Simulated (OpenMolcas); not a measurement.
# A OpenMolcas job on SiF2 (SMILES F[Si]F)

Aim: a single-point energy of SiF2.

The results are computed with OpenMolcas 26.06.

7 further runs of the same task are left out: 7 set aside as unsound or not needed.

### 1 The structure to begin with

The species is SiF2 (3 atoms), meant as a singlet with charge 0. As SMILES, `F[Si]F`. The shape is that of a PBE0-D4/def2-TZVP optimisation.

Bond lengths: F1–Si2 1.602 Å, Si2–F3 1.602 Å. Angles: F1–Si2–F3 100.6°.

### 2 The run

mol.xyz

```xyz
3

F      0.166300     1.246800     0.229400
Si    -0.594900    -0.046400    -0.330100
F      0.428600    -1.200400     0.100700
```

run.inp

```
&GATEWAY
BasLib
$CurrDir
Coord
mol.xyz
Basis
6-31pGs
Group
NoSym
&SEWARD
&FFPT
Dipole
X -0.005
&SCF
Iterations
4
PrOrbitals
1 1
&RASSCF
FileOrb
$Project.ScfOrb
Spin
1
Nactel
0 0 0
Inactive
16
Ras2
0
OutOrbitals
Canonical
OrbListing
Nothing
&MOTRA
JobIph
Frozen
7
&CCSDT
CCT
Triples
1
Iterations
50
Extrapolation
5 4
```

The basis set 6-31+G* is read from a file made from the Basis Set Exchange's data (not shown).

On the command line:

```
export MOLCAS_MEM=1860
pymolcas run.inp > run.log
```

Log:

```text
--- Start Module: gateway ---

                                              &GATEWAY

                       available to each process: 1.9 GB of memory, 1 thread

 Basis Set     1 Label: F.6-31PGS
 Basis set is read from library:.
 basistype.tbl is not found

 Basis Set     2 Label: SI.6-31PGS
 Basis set is read from library:.
 basistype.tbl is not found

 Basis Set     3 Label: F.6-31PGS
 Basis set is read from library:.
 basistype.tbl is not found

++    Symmetry information:
      ---------------------

                    Character Table for C1

                             E
                    a        1  x, y, xy, Rz, z, xz, Ry, yz, Rx, I
--

++    Basis set information:
      ----------------------

      Basis set label: F.6-31PGS.........

      Electronic valence basis set:
      ------------------
      Associated Effective Charge   9.000000 au
      Associated Actual Charge      9.000000 au
      Nuclear Model: Point charge

      Shell  nPrim  nBasis  Cartesian Spherical Contaminant
         s      11       4        X
         p       5       3        X
         d       1       1                 X

      Basis set label: SI.6-31PGS.........

[... 104 lines left out ...]
      Nuclear repulsion energy =  100.65841358
[... 27 lines left out ...]
      Nuclear repulsion energy =  100.66203936
[... 40 lines left out ...]
++ Convergence information
                                   SCF        iterations: Energy and convergence statistics
[... 8 lines left out ...]
       No convergence after   3 Iterations
[... 4 lines left out ...]
 *                                             SCF/KS-DFT Program, Final results                                             *
 *                                                       Final Results                                                       *
[... 34 lines left out ...]
          Orbital           31        32        33
          Energy            0.4762    0.4796    0.5106
          Occ. No.          0.0000    0.0000    0.0000

--

++    Molecular charges:
      ------------------

      Mulliken charges per centre and basis function type
      ---------------------------------------------------

                F1      SI2     F3
      1s       3.8277  6.0777  3.8295
      2px      1.8627  2.5008  1.8118
      2pz      1.8816  2.2293  1.8947
[... 8 lines of this table left out ...]
      N-E     -0.3531  0.7064 -0.3533

      Total electronic charge=   32.000000

      Total            charge=   -0.000000
--

++    Molecular properties:
      ---------------------

      Charge (e):
                      =   -0.0000
      Dipole Moment (debye):
      Origin of the operator (angstrom)=   -0.0810   -0.0063   -0.0449
                   X= -9.3981E-01               Y= -9.8935E-02               Z= -7.0572E-01           Total=  1.1794E+00
      Quadrupole Moment (debye*angstrom):
      Origin of the operator (angstrom)=   -0.0810   -0.0063   -0.0449
                  XX= -2.3410E+01              XY=  3.6664E-01              XZ= -2.0178E+00              YY= -2.5630E+01
                  YZ= -4.8170E-01              ZZ= -2.0492E+01
      In traceless form (debye*angstrom)
                  XX= -3.4959E-01              XY=  5.4996E-01              XZ= -3.0267E+00              YY= -3.6787E+00
                  YZ= -7.2254E-01              ZZ=  4.0283E+00
--

--- Stop Module: scf /rc=_RC_NOT_CONVERGED_ ---

.#######################.
.# Convergence problem #.
.#######################.

    Timing: Wall=1.71 User=1.27 System=0.38
```

It took 1.9 s on 1 thread of Arm Neoverse V2, shared host; peak memory 0.39 GiB.

### 3 What went wrong

The run stopped without converging.

The cause is that the iteration cap is too low for convergence.
